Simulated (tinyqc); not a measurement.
Worked calculation (part 1 of 2): UHF in the sto-3g basis, for CH2, spin multiplicity 3. Computed by tinyqc, a small Python program that keeps every step (integrals from PySCF). Settings: charge = 0, multiplicity = 3, basis = sto-3g, energy threshold = 1e-10, iteration cap = 61, orthogonalisation = symmetric, start = core, DIIS depth = 0, damping = 0.7, method = UHF. Command: `OMP_NUM_THREADS=1 python tinyqc.py 21128 21129 out.jsonl` (the two numbers bound the seeds that draw the settings). One thread of a shared host (Intel(R) Xeon(R) Processor @ 2.60GHz), about 0.2 s of CPU time with the checks. Later iterations appear only in the table of the cycle.

## One-electron integrals

Geometry (angstrom):
```
atom       x        y       z
C     0.0000   0.0000  0.0000
H     0.0000   0.9650  0.6930
H     0.0000  -0.9650  0.6930
```

Basis sto-3g: exponents (1/bohr^2) and contraction coefficients of normalised primitives:
```
element  l (shell)  exponent  coefficient
C            s (1)   71.6168       0.1543
C            s (1)   13.0451       0.5353
C            s (1)    3.5305       0.4446
C            s (2)    2.9412      -0.1000
C            s (2)    0.6835       0.3995
C            s (2)    0.2223       0.7001
C            p (3)    2.9412       0.1559
C            p (3)    0.6835       0.6077
C            p (3)    0.2223       0.3920
H            s (1)    3.4253       0.1543
H            s (1)    0.6239       0.5353
H            s (1)    0.1689       0.4446
```

Overlap, kinetic and nuclear-attraction integrals over the contracted functions; the nuclear repulsion is the sum of Za Zb / Rab.

nuclear repulsion = 5.619163 hartree

overlap S, order 1C 1s, 1C 2s, 1C 2px, 1C 2py, 1C 2pz, 2H 1s, 3H 1s:
```
[[1.0000, 0.2484, 0.0000, 0.0000, 0.0000, 0.0496, 0.0496],
 [0.2484, 1.0000, 0.0000, 0.0000, 0.0000, 0.4359, 0.4359],
 [0.0000, 0.0000, 1.0000, 0.0000, 0.0000, 0.0000, 0.0000],
 [0.0000, 0.0000, 0.0000, 1.0000, 0.0000, 0.3508, -0.3508],
 [0.0000, 0.0000, 0.0000, 0.0000, 1.0000, 0.2519, 0.2519],
 [0.0496, 0.4359, 0.0000, 0.3508, 0.2519, 1.0000, 0.1336],
 [0.0496, 0.4359, 0.0000, -0.3508, 0.2519, 0.1336, 1.0000]]
```

kinetic energy T (hartree), order 1C 1s, 1C 2s, 1C 2px, 1C 2py, 1C 2pz, 2H 1s, 3H 1s:
```
[[15.8911, -0.0859, 0.0000, 0.0000, 0.0000, -0.0122, -0.0122],
 [-0.0859, 0.4722, 0.0000, 0.0000, 0.0000, 0.0777, 0.0777],
 [0.0000, 0.0000, 1.4777, 0.0000, 0.0000, 0.0000, 0.0000],
 [0.0000, 0.0000, 0.0000, 1.4777, 0.0000, 0.1662, -0.1662],
 [0.0000, 0.0000, 0.0000, 0.0000, 1.4777, 0.1193, 0.1193],
 [-0.0122, 0.0777, 0.0000, 0.1662, 0.1193, 0.7600, -0.0091],
 [-0.0122, 0.0777, 0.0000, -0.1662, 0.1193, -0.0091, 0.7600]]
```

nuclear attraction V (hartree), order 1C 1s, 1C 2s, 1C 2px, 1C 2py, 1C 2pz, 2H 1s, 3H 1s:
```
[[-34.5436, -4.4135, 0.0000, 0.0000, -0.0166, -0.8950, -0.8950],
 [-4.4135, -6.0646, 0.0000, 0.0000, -0.1772, -2.2062, -2.2062],
 [0.0000, 0.0000, -5.9512, 0.0000, 0.0000, 0.0000, 0.0000],
 [0.0000, 0.0000, 0.0000, -6.0925, 0.0000, -1.6334, 1.6334],
 [-0.0166, -0.1772, 0.0000, 0.0000, -6.0241, -1.2145, -1.2145],
 [-0.8950, -2.2062, 0.0000, -1.6334, -1.2145, -4.1341, -0.6022],
 [-0.8950, -2.2062, 0.0000, 1.6334, -1.2145, -0.6022, -4.1341]]
```

core Hamiltonian H = T + V (hartree), order 1C 1s, 1C 2s, 1C 2px, 1C 2py, 1C 2pz, 2H 1s, 3H 1s:
```
[[-18.6524, -4.4994, 0.0000, 0.0000, -0.0166, -0.9072, -0.9072],
 [-4.4994, -5.5924, 0.0000, 0.0000, -0.1772, -2.1285, -2.1285],
 [0.0000, 0.0000, -4.4735, 0.0000, 0.0000, 0.0000, 0.0000],
 [0.0000, 0.0000, 0.0000, -4.6148, 0.0000, -1.4672, 1.4672],
 [-0.0166, -0.1772, 0.0000, 0.0000, -4.5463, -1.0952, -1.0952],
 [-0.9072, -2.1285, 0.0000, -1.4672, -1.0952, -3.3740, -0.6113],
 [-0.9072, -2.1285, 0.0000, 1.4672, -1.0952, -0.6113, -3.3740]]
```

## Two-electron integrals

Functions are numbered as in S; the eight-fold symmetry (ij|kl) = (ji|kl) = (kl|ij) leaves the list below.

Two-electron integrals (ij|kl) in chemists' order, unique and non-zero (hartree):
```
(11|11) 3.5419      (21|11) 0.5769      (21|21) 0.1119      (22|11) 0.8547
(22|21) 0.2053      (22|22) 0.6247      (31|31) 0.0203      (32|31) 0.0309
(32|32) 0.1380      (33|11) 0.8524      (33|21) 0.2053      (33|22) 0.6246
(33|33) 0.6728      (41|41) 0.0203      (42|41) 0.0309      (42|42) 0.1380
(43|43) 0.0363      (44|11) 0.8524      (44|21) 0.2053      (44|22) 0.6246
(44|33) 0.6003      (44|44) 0.6728      (51|51) 0.0203      (52|51) 0.0309
(52|52) 0.1380      (53|53) 0.0363      (54|54) 0.0363      (55|11) 0.8524
(55|21) 0.2053      (55|22) 0.6246      (55|33) 0.6003      (55|44) 0.6003
(55|55) 0.6728      (61|11) 0.1157      (61|21) 0.0223      (61|22) 0.0409
(61|33) 0.0408      (61|41) 0.0011      (61|42) 0.0021      (61|44) 0.0410
(61|51) 0.0008      (61|52) 0.0015      (61|54) 2.06e-04    (61|55) 0.0409
(61|61) 0.0046      (62|11) 0.2848      (62|21) 0.0693      (62|22) 0.2331
(62|33) 0.2274      (62|41) 0.0054      (62|42) 0.0374      (62|44) 0.2385
(62|51) 0.0039      (62|52) 0.0268      (62|54) 0.0079      (62|55) 0.2331
(62|61) 0.0144      (62|62) 0.1152      (63|31) 0.0070      (63|32) 0.0370
(63|43) 0.0073      (63|53) 0.0052      (63|63) 0.0139      (64|11) 0.1993
(64|21) 0.0492      (64|22) 0.1752      (64|33) 0.1664      (64|41) 0.0103
(64|42) 0.0630      (64|44) 0.1886      (64|51) 0.0024      (64|52) 0.0187
(64|54) 0.0108      (64|55) 0.1704      (64|61) 0.0107      (64|62) 0.1028
(64|64) 0.1040      (65|11) 0.1431      (65|21) 0.0353      (65|22) 0.1258
(65|33) 0.1195      (65|41) 0.0024      (65|42) 0.0187      (65|44) 0.1250
(65|51) 0.0087      (65|52) 0.0504      (65|54) 0.0112      (65|55) 0.1328
(65|61) 0.0077      (65|62) 0.0738      (65|64) 0.0647      (65|65) 0.0604
(66|11) 0.4384      (66|21) 0.1086      (66|22) 0.4154      (66|33) 0.3935
(66|41) 0.0104      (66|42) 0.0978      (66|44) 0.4366      (66|51) 0.0075
(66|52) 0.0702      (66|54) 0.0309      (66|55) 0.4157      (66|61) 0.0229
(66|62) 0.2617      (66|64) 0.2577      (66|65) 0.1851      (66|66) 0.7746
(71|11) 0.1157      (71|21) 0.0223      (71|22) 0.0409      (71|33) 0.0408
(71|41) -0.0011     (71|42) -0.0021     (71|44) 0.0410      (71|51) 0.0008
(71|52) 0.0015      (71|54) -2.06e-04   (71|55) 0.0409      (71|61) 0.0044
(71|62) 0.0136      (71|64) 0.0092      (71|65) 0.0073      (71|66) 0.0213
(71|71) 0.0046      (72|11) 0.2848      (72|21) 0.0693      (72|22) 0.2331
(72|33) 0.2274      (72|41) -0.0054     (72|42) -0.0374     (72|44) 0.2385
(72|51) 0.0039      (72|52) 0.0268      (72|54) -0.0079     (72|55) 0.2331
(72|61) 0.0136      (72|62) 0.0836      (72|64) 0.0535      (72|65) 0.0522
(72|66) 0.1490      (72|71) 0.0144      (72|72) 0.1152      (73|31) 0.0070
(73|32) 0.0370      (73|43) -0.0073     (73|53) 0.0052      (73|63) 0.0095
(73|73) 0.0139      (74|11) -0.1993     (74|21) -0.0492     (74|22) -0.1752
(74|33) -0.1664     (74|41) 0.0103      (74|42) 0.0630      (74|44) -0.1886
(74|51) -0.0024     (74|52) -0.0187     (74|54) 0.0108      (74|55) -0.1704
(74|61) -0.0092     (74|62) -0.0535     (74|64) -0.0258     (74|65) -0.0328
(74|66) -0.0882     (74|71) -0.0107     (74|72) -0.1028     (74|74) 0.1040
(75|11) 0.1431      (75|21) 0.0353      (75|22) 0.1258      (75|33) 0.1195
(75|41) -0.0024     (75|42) -0.0187     (75|44) 0.1250      (75|51) 0.0087
(75|52) 0.0504      (75|54) -0.0112     (75|55) 0.1328      (75|61) 0.0073
(75|62) 0.0522      (75|64) 0.0328      (75|65) 0.0414      (75|66) 0.0987
(75|71) 0.0077      (75|72) 0.0738      (75|74) -0.0647     (75|75) 0.0604
(76|11) 0.0750      (76|21) 0.0184      (76|22) 0.0647      (76|33) 0.0628
(76|44) 0.0646      (76|51) 0.0016      (76|52) 0.0125      (76|55) 0.0667
(76|61) 0.0037      (76|62) 0.0294      (76|64) 0.0227      (76|65) 0.0207
(76|66) 0.0637      (76|71) 0.0037      (76|72) 0.0294      (76|74) -0.0227
(76|75) 0.0207      (76|76) 0.0093      (77|11) 0.4384      (77|21) 0.1086
(77|22) 0.4154      (77|33) 0.3935      (77|41) -0.0104     (77|42) -0.0978
(77|44) 0.4366      (77|51) 0.0075      (77|52) 0.0702      (77|54) -0.0309
(77|55) 0.4157      (77|61) 0.0213      (77|62) 0.1490      (77|64) 0.0882
(77|65) 0.0987      (77|66) 0.2730      (77|71) 0.0229      (77|72) 0.2617
(77|74) -0.2577     (77|75) 0.1851      (77|76) 0.0637      (77|77) 0.7746
```

## Orthogonalisation

S = U s U^T; symmetric (Loewdin) form X = U s^(-1/2) U^T, so that X^T S X = 1.

eigenvalues of S: [0.3315, 0.4327, 0.8664, 1.0000, 1.1056, 1.4337, 1.8300]

X, order 1C 1s, 1C 2s, 1C 2px, 1C 2py, 1C 2pz, 2H 1s, 3H 1s:
```
[[1.0268, -0.1505, 0.0000, 0.0000, -0.0120, 0.0249, 0.0249],
 [-0.1505, 1.2311, 0.0000, 0.0000, 0.1167, -0.2930, -0.2930],
 [0.0000, 0.0000, 1.0000, 0.0000, 0.0000, 0.0000, 0.0000],
 [0.0000, 0.0000, 0.0000, 1.1320, 0.0000, -0.2401, 0.2401],
 [-0.0120, 0.1167, 0.0000, 0.0000, 1.0659, -0.1659, -0.1659],
 [0.0249, -0.2930, 0.0000, -0.2401, -0.1659, 1.2005, -0.0230],
 [0.0249, -0.2930, 0.0000, 0.2401, -0.1659, -0.0230, 1.2005]]
```

## Starting guess

The start is the orbitals of the core Hamiltonian; D(s) = C_occ C_occ^T for each spin.

D(alpha) at the start, order 1C 1s, 1C 2s, 1C 2px, 1C 2py, 1C 2pz, 2H 1s, 3H 1s:
```
[[1.0736, -0.3116, 0.0000, 0.0000, -0.0286, 0.0402, 0.0402],
 [-0.3116, 1.3114, 0.0000, 0.0000, 0.1599, -0.1626, -0.1626],
 [0.0000, 0.0000, 1.0000, 0.0000, 0.0000, 0.0000, 0.0000],
 [0.0000, 0.0000, 0.0000, 1.1822, 0.0000, -0.1549, 0.1549],
 [-0.0286, 0.1599, 0.0000, 0.0000, 1.1007, -0.1221, -0.1221],
 [0.0402, -0.1626, 0.0000, -0.1549, -0.1221, 0.0502, 0.0096],
 [0.0402, -0.1626, 0.0000, 0.1549, -0.1221, 0.0096, 0.0502]]
```

D(beta) at the start, order 1C 1s, 1C 2s, 1C 2px, 1C 2py, 1C 2pz, 2H 1s, 3H 1s:
```
[[1.0605, -0.2577, 0.0000, 0.0000, -0.1306, 0.0438, 0.0438],
 [-0.2577, 1.0898, 0.0000, 0.0000, 0.5791, -0.1774, -0.1774],
 [0.0000, 0.0000, 0.0000, 0.0000, 0.0000, 0.0000, 0.0000],
 [0.0000, 0.0000, 0.0000, 1.1822, 0.0000, -0.1549, 0.1549],
 [-0.1306, 0.5791, 0.0000, 0.0000, 0.3077, -0.0942, -0.0942],
 [0.0438, -0.1774, 0.0000, -0.1549, -0.0942, 0.0492, 0.0086],
 [0.0438, -0.1774, 0.0000, 0.1549, -0.0942, 0.0086, 0.0492]]
```

## Iteration 1: building the Fock matrix

J_ij = sum D_kl (ij|kl) with D = D(alpha) + D(beta), K_ij = sum D_kl (ik|jl) for each spin; F = H + J - K(s); E = tr D H + tr D J / 2 - 0.5 sum_s tr D(s) K(s) + E_nn.

Coulomb J (hartree), order 1C 1s, 1C 2s, 1C 2px, 1C 2py, 1C 2pz, 2H 1s, 3H 1s:
```
[[12.3934, 2.4207, 0.0000, 0.0000, 0.0253, 0.4853, 0.4853],
 [2.4207, 5.5269, 0.0000, 0.0000, 0.1058, 2.0065, 2.0065],
 [0.0000, 0.0000, 5.4980, 0.0000, 0.0000, 0.0000, 0.0000],
 [0.0000, 0.0000, 0.0000, 5.5583, 0.0000, 1.4789, -1.4789],
 [0.0253, 0.1058, 0.0000, 0.0000, 5.5080, 1.0825, 1.0825],
 [0.4853, 2.0065, 0.0000, 1.4789, 1.0825, 3.4197, 0.5502],
 [0.4853, 2.0065, 0.0000, -1.4789, 1.0825, 0.5502, 3.4197]]
```

exchange K(alpha) (hartree), order 1C 1s, 1C 2s, 1C 2px, 1C 2py, 1C 2pz, 2H 1s, 3H 1s:
```
[[3.6601, 0.6757, 0.0000, 0.0000, 0.0004, 0.1429, 0.1429],
 [0.6757, 1.1009, 0.0000, 0.0000, -0.0004, 0.3494, 0.3494],
 [0.0000, 0.0000, 0.9107, 0.0000, 0.0000, 0.0000, 0.0000],
 [0.0000, 0.0000, 0.0000, 0.9036, 0.0000, 0.1970, -0.1970],
 [0.0004, -0.0004, 0.0000, 0.0000, 0.9069, 0.1398, 0.1398],
 [0.1429, 0.3494, 0.0000, 0.1970, 0.1398, 0.1985, 0.0910],
 [0.1429, 0.3494, 0.0000, -0.1970, 0.1398, 0.0910, 0.1985]]
```

exchange K(beta) (hartree), order 1C 1s, 1C 2s, 1C 2px, 1C 2py, 1C 2pz, 2H 1s, 3H 1s:
```
[[3.6151, 0.6186, 0.0000, 0.0000, 0.0131, 0.1307, 0.1307],
 [0.6186, 0.7255, 0.0000, 0.0000, 0.3065, 0.2826, 0.2826],
 [0.0000, 0.0000, 0.1801, 0.0000, 0.0000, 0.0000, 0.0000],
 [0.0000, 0.0000, 0.0000, 0.8085, 0.0000, 0.1833, -0.1833],
 [0.0131, 0.3065, 0.0000, 0.0000, 0.3213, 0.1504, 0.1504],
 [0.1307, 0.2826, 0.0000, 0.1833, 0.1504, 0.1751, 0.0750],
 [0.1307, 0.2826, 0.0000, -0.1833, 0.1504, 0.0750, 0.1751]]
```

F(alpha) (hartree), order 1C 1s, 1C 2s, 1C 2px, 1C 2py, 1C 2pz, 2H 1s, 3H 1s:
```
[[-9.9192, -2.7543, 0.0000, 0.0000, 0.0082, -0.5648, -0.5648],
 [-2.7543, -1.1663, 0.0000, 0.0000, -0.0710, -0.4714, -0.4714],
 [0.0000, 0.0000, 0.1138, 0.0000, 0.0000, 0.0000, 0.0000],
 [0.0000, 0.0000, 0.0000, 0.0399, 0.0000, -0.1853, 0.1853],
 [0.0082, -0.0710, 0.0000, 0.0000, 0.0548, -0.1524, -0.1524],
 [-0.5648, -0.4714, 0.0000, -0.1853, -0.1524, -0.1528, -0.1521],
 [-0.5648, -0.4714, 0.0000, 0.1853, -0.1524, -0.1521, -0.1528]]
```

F(beta) (hartree), order 1C 1s, 1C 2s, 1C 2px, 1C 2py, 1C 2pz, 2H 1s, 3H 1s:
```
[[-9.8742, -2.6972, 0.0000, 0.0000, -0.0045, -0.5526, -0.5526],
 [-2.6972, -0.7910, 0.0000, 0.0000, -0.3779, -0.4046, -0.4046],
 [0.0000, 0.0000, 0.8444, 0.0000, 0.0000, 0.0000, 0.0000],
 [0.0000, 0.0000, 0.0000, 0.1350, 0.0000, -0.1716, 0.1716],
 [-0.0045, -0.3779, 0.0000, 0.0000, 0.6404, -0.1630, -0.1630],
 [-0.5526, -0.4046, 0.0000, -0.1716, -0.1630, -0.1294, -0.1361],
 [-0.5526, -0.4046, 0.0000, 0.1716, -0.1630, -0.1361, -0.1294]]
```

total energy of this density = -36.906335 hartree

This density is the starting one.

## Iteration 1: diagonalisation and new density

Diagonalise F' = X^T F X, C = X C', fill 5 alpha and 3 beta electrons from the bottom; D(s) = C_occ C_occ^T; the new density keeps 0.7 of the old one (damping). Each column has its largest component positive (the first on a tie).

F' = X^T F X (alpha) (hartree):
```
[[-9.6845, -1.5158, 0.0000, 0.0000, -0.0126, -0.0682, -0.0682],
 [-1.5158, -0.4427, 0.0000, 0.0000, 0.0789, -0.3185, -0.3185],
 [0.0000, 0.0000, 0.1138, 0.0000, 0.0000, 0.0000, 0.0000],
 [0.0000, 0.0000, 0.0000, 0.2525, 0.0000, -0.2886, 0.2886],
 [-0.0126, 0.0789, 0.0000, 0.0000, 0.1578, -0.1988, -0.1988],
 [-0.0682, -0.3185, 0.0000, -0.2886, -0.1988, 0.1794, -0.0419],
 [-0.0682, -0.3185, 0.0000, 0.2886, -0.1988, -0.0419, 0.1794]]
```

orbital energies (alpha) (hartree): [-9.9295, -0.5066, -0.1716, -0.0023, 0.1138, 0.6064, 0.6454]

coefficients C (alpha), order 1C 1s, 1C 2s, 1C 2px, 1C 2py, 1C 2pz, 2H 1s, 3H 1s:
```
[[0.9904, -0.2369, 0.0000, 0.1295, 0.0000, -0.1567, 0.0000],
 [0.0398, 0.7520, 0.0000, -0.5794, 0.0000, 0.9060, 0.0000],
 [0.0000, 0.0000, 0.0000, 0.0000, 1.0000, 0.0000, 0.0000],
 [0.0000, 0.0000, 0.5405, 0.0000, 0.0000, 0.0000, 1.0510],
 [0.0033, 0.1194, 0.0000, 0.7544, 0.0000, 0.7884, 0.0000],
 [-0.0081, 0.2358, 0.4568, 0.2808, 0.0000, -0.8202, -0.7729],
 [-0.0081, 0.2358, -0.4568, 0.2808, 0.0000, -0.8202, 0.7729]]
```

F' = X^T F X (beta) (hartree):
```
[[-9.6466, -1.5095, 0.0000, 0.0000, 0.0141, -0.0700, -0.0700],
 [-1.5095, -0.0598, 0.0000, 0.0000, -0.2212, -0.2984, -0.2984],
 [0.0000, 0.0000, 0.8444, 0.0000, 0.0000, 0.0000, 0.0000],
 [0.0000, 0.0000, 0.0000, 0.3602, 0.0000, -0.2960, 0.2960],
 [0.0141, -0.2212, 0.0000, 0.0000, 0.7565, -0.2196, -0.2196],
 [-0.0700, -0.2984, 0.0000, -0.2960, -0.2196, 0.1862, -0.0410],
 [-0.0700, -0.2984, 0.0000, 0.2960, -0.2196, -0.0410, 0.1862]]
```

orbital energies (beta) (hartree): [-9.8813, -0.3684, -0.1302, 0.5535, 0.7176, 0.8444, 0.8916]

coefficients C (beta), order 1C 1s, 1C 2s, 1C 2px, 1C 2py, 1C 2pz, 2H 1s, 3H 1s:
```
[[0.9922, -0.1886, 0.0000, -0.2413, 0.0000, 0.0000, 0.0105],
 [0.0327, 0.5499, 0.0000, 1.1851, 0.0000, 0.0000, 0.1261],
 [0.0000, 0.0000, 0.0000, 0.0000, 0.0000, 1.0000, 0.0000],
 [0.0000, 0.0000, 0.4767, 0.0000, 1.0814, 0.0000, 0.0000],
 [0.0047, 0.2519, 0.0000, 0.0794, 0.0000, 0.0000, 1.0654],
 [-0.0070, 0.3358, 0.5021, -0.7273, -0.7442, 0.0000, -0.4068],
 [-0.0070, 0.3358, -0.5021, -0.7273, 0.7442, 0.0000, -0.4068]]
```

D(alpha) after iteration 1, order 1C 1s, 1C 2s, 1C 2px, 1C 2py, 1C 2pz, 2H 1s, 3H 1s:
```
[[1.0677, -0.2823, 0.0000, 0.0000, 0.0018, 0.0199, 0.0199],
 [-0.2823, 1.1888, 0.0000, 0.0000, 0.0078, -0.1095, -0.1095],
 [0.0000, 0.0000, 1.0000, 0.0000, 0.0000, 0.0000, 0.0000],
 [0.0000, 0.0000, 0.0000, 0.9152, 0.0000, -0.0344, 0.0344],
 [0.0018, 0.0078, 0.0000, 0.0000, 0.9455, -0.0135, -0.0135],
 [0.0199, -0.1095, 0.0000, -0.0344, -0.0135, 0.1381, -0.0155],
 [0.0199, -0.1095, 0.0000, 0.0344, -0.0135, -0.0155, 0.1381]]
```

D(beta) after iteration 1, order 1C 1s, 1C 2s, 1C 2px, 1C 2py, 1C 2pz, 2H 1s, 3H 1s:
```
[[1.0484, -0.2018, 0.0000, 0.0000, -0.1043, 0.0096, 0.0096],
 [-0.2018, 0.8539, 0.0000, 0.0000, 0.4469, -0.0688, -0.0688],
 [0.0000, 0.0000, 0.0000, 0.0000, 0.0000, 0.0000, 0.0000],
 [0.0000, 0.0000, 0.0000, 0.8957, 0.0000, -0.0366, 0.0366],
 [-0.1043, 0.4469, 0.0000, 0.0000, 0.2344, -0.0406, -0.0406],
 [0.0096, -0.0688, 0.0000, -0.0366, -0.0406, 0.1439, -0.0358],
 [0.0096, -0.0688, 0.0000, 0.0366, -0.0406, -0.0358, 0.1439]]
```

## Iteration 2: building the Fock matrix

As before.

Coulomb J (hartree), order 1C 1s, 1C 2s, 1C 2px, 1C 2py, 1C 2pz, 2H 1s, 3H 1s:
```
[[12.0466, 2.3422, 0.0000, 0.0000, 0.0227, 0.4695, 0.4695],
 [2.3422, 5.3676, 0.0000, 0.0000, 0.1223, 1.9772, 1.9772],
 [0.0000, 0.0000, 5.3339, 0.0000, 0.0000, 0.0000, 0.0000],
 [0.0000, 0.0000, 0.0000, 5.4014, 0.0000, 1.4692, -1.4692],
 [0.0227, 0.1223, 0.0000, 0.0000, 5.3510, 1.0813, 1.0813],
 [0.4695, 1.9772, 0.0000, 1.4692, 1.0813, 3.4733, 0.5462],
 [0.4695, 1.9772, 0.0000, -1.4692, 1.0813, 0.5462, 3.4733]]
```

exchange K(alpha) (hartree), order 1C 1s, 1C 2s, 1C 2px, 1C 2py, 1C 2pz, 2H 1s, 3H 1s:
```
[[3.6474, 0.6664, 0.0000, 0.0000, 0.0014, 0.1404, 0.1404],
 [0.6664, 1.0670, 0.0000, 0.0000, -0.0162, 0.3716, 0.3716],
 [0.0000, 0.0000, 0.8952, 0.0000, 0.0000, 0.0000, 0.0000],
 [0.0000, 0.0000, 0.0000, 0.8308, 0.0000, 0.2337, -0.2337],
 [0.0014, -0.0162, 0.0000, 0.0000, 0.8592, 0.1682, 0.1682],
 [0.1404, 0.3716, 0.0000, 0.2337, 0.1682, 0.3229, 0.0988],
 [0.1404, 0.3716, 0.0000, -0.2337, 0.1682, 0.0988, 0.3229]]
```

exchange K(beta) (hartree), order 1C 1s, 1C 2s, 1C 2px, 1C 2py, 1C 2pz, 2H 1s, 3H 1s:
```
[[3.5979, 0.6129, 0.0000, 0.0000, 0.0098, 0.1282, 0.1282],
 [0.6129, 0.6797, 0.0000, 0.0000, 0.2885, 0.3092, 0.3092],
 [0.0000, 0.0000, 0.1592, 0.0000, 0.0000, 0.0000, 0.0000],
 [0.0000, 0.0000, 0.0000, 0.7233, 0.0000, 0.2200, -0.2200],
 [0.0098, 0.2885, 0.0000, 0.0000, 0.2945, 0.1702, 0.1702],
 [0.1282, 0.3092, 0.0000, 0.2200, 0.1702, 0.3038, 0.0816],
 [0.1282, 0.3092, 0.0000, -0.2200, 0.1702, 0.0816, 0.3038]]
```

F(alpha) (hartree), order 1C 1s, 1C 2s, 1C 2px, 1C 2py, 1C 2pz, 2H 1s, 3H 1s:
```
[[-10.2532, -2.8236, 0.0000, 0.0000, 0.0047, -0.5781, -0.5781],
 [-2.8236, -1.2918, 0.0000, 0.0000, -0.0387, -0.5229, -0.5229],
 [0.0000, 0.0000, -0.0348, 0.0000, 0.0000, 0.0000, 0.0000],
 [0.0000, 0.0000, 0.0000, -0.0442, 0.0000, -0.2317, 0.2317],
 [0.0047, -0.0387, 0.0000, 0.0000, -0.0546, -0.1821, -0.1821],
 [-0.5781, -0.5229, 0.0000, -0.2317, -0.1821, -0.2236, -0.1639],
 [-0.5781, -0.5229, 0.0000, 0.2317, -0.1821, -0.1639, -0.2236]]
```

F(beta) (hartree), order 1C 1s, 1C 2s, 1C 2px, 1C 2py, 1C 2pz, 2H 1s, 3H 1s:
```
[[-10.2038, -2.7701, 0.0000, 0.0000, -0.0036, -0.5659, -0.5659],
 [-2.7701, -0.9044, 0.0000, 0.0000, -0.3434, -0.4605, -0.4605],
 [0.0000, 0.0000, 0.7013, 0.0000, 0.0000, 0.0000, 0.0000],
 [0.0000, 0.0000, 0.0000, 0.0634, 0.0000, -0.2180, 0.2180],
 [-0.0036, -0.3434, 0.0000, 0.0000, 0.5101, -0.1840, -0.1840],
 [-0.5659, -0.4605, 0.0000, -0.2180, -0.1840, -0.2045, -0.1467],
 [-0.5659, -0.4605, 0.0000, 0.2180, -0.1840, -0.1467, -0.2045]]
```

total energy of this density = -37.318268 hartree

This density is a damped mixture and is not idempotent.
